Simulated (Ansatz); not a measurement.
**Which is lower?**

Two relaxed structures of CH₂BSi, doublet (PBE0-D4/def2-TZVP; forces vanish, vibrations not checked).

A:

```csv
atom,x (Å),y (Å),z (Å)
B1,0.6170,0.0697,-0.0397
C2,-0.4346,0.7502,0.4982
Si3,-2.0223,1.1449,0.9103
H4,-2.2212,2.3997,1.7238
H5,1.5617,-0.4718,-0.4786
```

B:

```
5
angstrom
B 0.5636 0.2692 -0.1894
C -0.4261 -0.1139 0.7575
Si -1.1262 1.4369 0.2594
H -0.5966 -0.9560 1.4182
H 1.4945 0.3618 -0.9084
```

Program: Ansatz 0.2.0. Basis: def2-TZVPP. Cores are frozen in the correlated methods; orbitals are unrestricted. B3LYP uses VWN-RPA correlation.

(1) Which structure is lower at CCSD(T), and by how much? (An estimate is asked for; the value comes from the calculation.)

The T1 diagnostic stays at or below 0.029. ⟨S²⟩ of the unrestricted Hartree–Fock references: 0.79 to 0.82 (a pure state has 0.75). The unrestricted reference is spin-contaminated, which hurts MP2 most.

Answers

(1) Computed: B, by 28.06 kcal/mol (electronic energy, against the other). By their contacts, A is CH₂BSi ([BH][C][SiH]) and B is CH₂BSi ([BH]1[CH][Si]1).

All methods give the same order:

| method | E(B) − E(A) (kcal/mol) |
| --- | --- |
| PBE-D4 | -26.63 |
| r2SCAN-D4 | -27.03 |
| PBE0-D4 | -29.96 |
| B3LYP-D4 | -23.96 |
| wB97M-V | -30.25 |
| HF | -28.04 |
| MP2 | -27.78 |
| CCSD | -29.92 |
| CCSD(T) | -28.06 |

Labels in which every atom is bracketed show which atoms are joined, not bond orders.

For scale, one of the runs: CCSD(T)/def2-TZVPP, 132 basis functions, launched by `ansatz run in.yaml --threads 2 --pin off --events-out ev --progress --plain --max-ram 4352MiB`. Time: 30 s of wall clock on 2 CPU threads of an Arm Neoverse V1; the host was shared. Peak host memory: 1.4 GiB.
